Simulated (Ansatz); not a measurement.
pyrrole (C4H5N), SMILES c1cc[nH]c1.

Geometry optimised at B3LYP-D3(BJ)/def2-SVP.

Two levels are set side by side: PBE/def2-SVPD (Ansatz, a quantum-chemistry and plane-wave program) and CAM-B3LYP/def2-SVPD (Ansatz). Energy differences of separate SCF runs at the same geometry; the states with an electron removed or added have multiplicity 2 and 2. Differences are taken from unrounded values.

```csv
quantity,CAM-B3LYP,PBE,PBE minus CAM-B3LYP
vertical ionisation energy (eV),8.30,8.31,0.00
vertical singlet–triplet gap (eV),4.35,4.43,0.08
```

On these quantities the two levels nearly agree.
